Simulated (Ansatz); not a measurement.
H2N, SMILES `[NH2+]` (lower triplet) (charge 1, multiplicity 3). This triplet lies 1.22 eV below the relaxed singlet at the level composite: frozen-core CCSD(T) with HF/cc-pV5Z and the correlation energy extrapolated as X^-3 from cc-pVQZ and cc-pV5Z, plus full CI minus CCSD(T) in cc-pVDZ // PBE0-D3(BJ)/def2-TZVP (Ansatz, a program for electronic structure).

Z-matrix (Å, degrees):
```
N
H 1 1.0343
H 1 1.0343 2 153.57
```
Charge +1, spin multiplicity 3.

Frozen-core energies in cc-pVTZ from Ansatz at a geometry from PBE0-D3(BJ)/def2-TZVP; the HF reference has <S^2> = 2.02 and the T1 diagnostic is 0.010.

```json
[
 {"level": "HF", "energy (Ha)": "-55.23505"},
 {"level": "MP2", "energy (Ha)": "-55.36641"},
 {"level": "CCSD", "energy (Ha)": "-55.38563"}
]
```

**Question.** Estimate the energies of CCSD(T), CCSDT and CCSDT(Q), and give each level's difference from CCSDT(Q).

**Answer.** 
| level | energy (Ha) | difference from CCSDT(Q) (mHa) |
|---|---|---|
| MP2 | -55.36641 | 22.89 |
| CCSD | -55.38563 | 3.68 |
| CCSD(T) | -55.38883 | 0.47 |
| CCSDT | -55.38924 | 0.07 |
| CCSDT(Q) | -55.38931 | 0.00 |
